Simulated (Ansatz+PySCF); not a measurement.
# triplet O₂: levels of theory in one basis

```xyz
2

O     0.0000    0.0000   -0.8021
O     0.0000    0.0000    0.8021
```

Basis set: STO-3G (spherical functions). Frozen core: 2 orbitals. Correlation on ROHF uses semicanonical orbitals with singles. Charge 0, multiplicity 3.

Computed with Ansatz (development build ahead of 0.2.0); each method stands on the lowest determinant of its kind that the runs found.

| method | E − E(ROHF) (eV) | <S²> of the determinant |
| --- | --- | --- |
| ROHF | 0.00 | 2.00 |
| UHF | -0.39 | 2.41 |
| ROHF-MP2 | -1.57 | – |
| UHF-MP2 | -0.99 | 2.41 |
| ROHF-CCSD | -3.13 | – |
| UHF-CCSD | -3.31 | 2.41 |
| ROHF-CCSD(T) | -3.15 | – |
| UHF-CCSD(T) | -3.37 | 2.41 |
| full CI (lowest root of this spin) | -3.30 | – |

At such a shape the full CI root can have another spatial symmetry than the determinants, so the rows needn't describe one state.

**Question.** Is a single determinant a sound starting point here?

**Answer.** It is doubtful. Unrestricted orbitals lower Hartree–Fock by 0.39 eV and <S²> is 2.41 where a pure state has 2.00, a sign of strong static correlation.

Caution for ROHF, UHF, ROHF-MP2, UHF-MP2, ROHF-CCSD, UHF-CCSD, ROHF-CCSD(T), UHF-CCSD(T): the determinant may break the point group. Caution for UHF, UHF-MP2, UHF-CCSD, UHF-CCSD(T): the unrestricted determinant is spin contaminated. Caution for ROHF-MP2, UHF-MP2: large amplitudes, a single reference is doubtful; another reference gives a lower total. Caution for ROHF-CCSD, UHF-CCSD, ROHF-CCSD(T), UHF-CCSD(T): very large amplitudes, the method is breaking down; the amplitudes may be one of several solutions.
